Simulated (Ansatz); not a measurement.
We consider tetragonal perovskite BaTiO₃, described by r²SCAN in Ansatz (plane waves, PAW).

Run with plane-wave cutoff 560 eV, 8×8×8 k mesh, Fermi–Dirac smearing 0.01 eV, no spin polarisation, scalar-relativistic PAW data made under PBE.

The cell is scaled about its equilibrium volume:

Shape and atoms are relaxed at each volume.

```
V (Å³/atom)  P (GPa)  direct gap at Γ (eV)  smallest gap on the k mesh (eV)  c (Å)
-----------  -------  --------------------  -------------------------------  -----
12.460          5.60                 2.555                            2.274  3.999
12.719          2.53                 2.635                            2.249  4.053
12.979          0.00                 2.703                            2.229  4.113
13.239         -2.04                 2.760                            2.213  4.181
13.498         -3.65                 2.809                            2.202  4.258
```

The fundamental gap (2.23 eV at the equilibrium volume, with added k points) lies elsewhere than Γ–Γ.

Spin–orbit coupling is not included.

Ansatz is a program for electronic structure.
